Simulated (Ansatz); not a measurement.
## Which isomer of C3H4 gives these data?

These gas-phase data were calculated for one isomer of C3H4 at B3LYP/def2-SVP (harmonic, unscaled wavenumbers; equilibrium rotational constants with average atomic masses):

```
rotational constants            : 143.1, 8.834, 8.834 GHz
all wavenumbers above 1500 cm⁻¹ : 3204, 3204, 3121, 3118, 2066
```

Candidates:

(1) `C#CC`, a singlet
(2) `C=C=C`, a singlet

Question: Assign the data to one candidate and say why.

Answer: Candidate (2). No mode falls between 3300 and 3560 cm⁻¹, where the ≡C–H stretch of (1) would stand.

The same quantities for all candidates:

```
     rotational constants (GHz)   wavenumbers above 1500 cm⁻¹  E above the lowest, B3LYP/def2-SVP (kcal/mol)
(1)         158.1, 8.495, 8.495  3472, 3103, 3103, 3025, 2234                                            2.0
(2)         143.1, 8.834, 8.834  3204, 3204, 3121, 3118, 2066                                            0.0
```

Harmonic stretches to hydrogen usually lie a few per cent above observed fundamentals. Programs: Ansatz 0.2.0.
